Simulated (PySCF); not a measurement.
Lewis adducts of Al(F)3. All species are isolated molecules in the gas phase. One relaxed conformer stands for each flexible species; it need not be the lowest. Strings in code marks are SMILES.

The brightest of the four lowest singlets (TDA) from two functionals at the same geometries (B3LYP-D3(BJ)/def2-SVP), both in PySCF: PBE-D3(BJ)/def2-TZVP and B3LYP-D3(BJ)/def2-TZVP. B3LYP has the VWN-RPA correlation part, as in Gaussian. Excitations are Tamm–Dancoff values on a coarser integration grid. The basis has no diffuse functions, so Rydberg states are missing or too high.

| species | PBE-D3(BJ)/def2-TZVP (eV) | B3LYP-D3(BJ)/def2-TZVP (eV) |
|---|---|---|
| free Lewis acid (`[F][Al]([F])[F]`) | 7.94 | 8.80 |
| adduct with NH3 ([Al(F)3(NH3)]) | 7.52 | 8.59 |
| free base O(CH3)2 (`O(C)C`) | 6.46 | 7.13 |

Over these rows, drawn at random from the members with no instability flagged (it was tested for open shells, ions and some series alone), PBE minus B3LYP-D3(BJ): mean -0.87 eV, from -1.07 eV to -0.67 eV.
